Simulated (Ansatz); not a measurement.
**Tantalum, bcc: convergence with cold smearing**

Computed with Ansatz, PBE, scalar-relativistic PAW, on the relaxed cell (a = 3.321 Å; spin not included). Errors count from a run at 420 eV on a Γ-centred 22×22×22 mesh with Fermi-Dirac smearing of 0.1 eV, extrapolated to zero width. Fixed here: cutoff 420 eV, mesh 13×13×13. The SCF starts from atomic densities corrected by a trained network.

| width (eV) | E(σ→0) error (meV/atom) | F error (meV/atom) | P (GPa) | SCF iterations |
| --- | --- | --- | --- | --- |
| 0.01 | -0.7 | -0.7 | 0.35 | 6 |
| 0.03 | -0.8 | -0.8 | 0.40 | 5 |
| 0.1 | -0.1 | 0.3 | 0.27 | 5 |
| 0.2 | 0.6 | 1.8 | 0.10 | 5 |
| 0.3 | 1.6 | 4.1 | -0.15 | 5 |
| 0.6 | 4.4 | 11.7 | -0.72 | 4 |
| 1.0 | 17.3 | 31.3 | -0.92 | 4 |
